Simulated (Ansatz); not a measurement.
# AlNH2Cl (SMILES [NH2][Al][Cl]): the energy to break a bond

AlNH2Cl: 5 atoms, total charge 0, spin state doublet. As SMILES, `[NH2][Al][Cl]`. The shape was relaxed beforehand at wB97X-V/def2-SVP. This is one conformer, not always the lowest.

```xyz
5

N    -0.5499    0.4623   -0.2287
Al    0.4056   -0.2935    1.0596
Cl    1.9116   -1.6540    0.4375
H    -1.3018    1.1301   -0.0889
H    -0.4155    0.2815   -1.2210
```

Wanted: the dissociation energy of the H4–N1 bond into doublet H and singlet AlNHCl (shapes relaxed at wB97X-V/def2-SVP, no zero-point term). 1 Eh = 2625.50 kJ/mol = 27.2114 eV. Totals in Eh; open shells run unrestricted unless said.

| level | program | AlNH2Cl | doublet H | singlet AlNHCl |
| --- | --- | --- | --- | --- |
| UHF/def2-TZVPP | Ansatz | -757.164197 | -0.499810 | -756.505084 |
| UPBE0-D4/def2-TZVPP | Ansatz | -758.374690 | -0.501036 | -757.714166 |
| U-wB97M-V/def2-TZVPP | Ansatz | -758.637747 | -0.494111 | -757.990351 |

Problem. Work out the dissociation energy at each level.

Solution. 
1. UHF/def2-TZVPP: (-0.499810) + (-756.505084) − (-757.164197) = 0.159303 Eh = 418.2 kJ/mol = 4.33 eV.
2. UPBE0-D4/def2-TZVPP: (-0.501036) + (-757.714166) − (-758.374690) = 0.159488 Eh = 418.7 kJ/mol = 4.34 eV.
3. U-wB97M-V/def2-TZVPP: (-0.494111) + (-757.990351) − (-758.637747) = 0.153285 Eh = 402.4 kJ/mol = 4.17 eV.

The levels span 402 to 419 kJ/mol; no measured value is set beside them. A fragment with an even electron count was run as a singlet and may have a lower triplet. A bond enthalpy at 298 K also holds the loss of zero-point energy and thermal terms.
